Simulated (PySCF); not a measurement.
Species: 1-pentanol, C₅H₁₂O.
Geometry (GFN2-xTB, Å), atoms numbered from 1 in this order:
```xyz
18
C5H12O angstrom
C      2.7416    0.1565    0.4140
C      1.4215    0.6208   -0.1894
C      0.2574   -0.2824    0.2129
C     -1.0627    0.1873   -0.3913
C     -2.2306   -0.7103    0.0180
O     -3.4529   -0.3105   -0.5559
H      2.9798   -0.8520    0.0834
H      2.6871    0.1568    1.5006
H      3.5512    0.8165    0.1114
H      1.2140    1.6423    0.1381
H      1.5061    0.6334   -1.2784
H      0.1710   -0.2973    1.3023
H      0.4606   -1.3038   -0.1159
H     -0.9900    0.1943   -1.4811
H     -1.2679    1.2115   -0.0641
H     -2.0645   -1.7309   -0.3344
H     -2.3118   -0.7345    1.1156
H     -3.6184    0.6085   -0.3173
```

A PySCF run (density fitting, gas phase, GFN2-xTB geometry) gave HOMO -9.84 eV, LUMO 3.95 eV, dipole 1.62 D and E = -272.919 Eh.

Question: Which of these levels was it?
A. wB97X/cc-pVDZ
B. PBE0/6-31G
C. PBE0/IGLO-II

Answer: A. It is wB97X/cc-pVDZ. All candidates on this geometry:

```
            level and settings                    kind  basis functions  SCF cycles     E (Eh)  HOMO (eV)  LUMO (eV)  dipole (D)
PBE0/IGLO-II, start guess atom           global hybrid              204          10  -272.7247      -7.59       1.34        1.74
                    PBE0/6-31G           global hybrid               78          12  -272.5702      -7.32       2.40        2.13
                 wB97X/cc-pVDZ  range-separated hybrid              144          12  -272.9186      -9.84       3.95        1.62
```

The nearest other candidate, by the summed differences of HOMO and LUMO, is PBE0/6-31G: its HOMO differs by +2.52 eV and its LUMO by -1.55 eV. Cycle counts include a coarse-grid stage where the run had one.
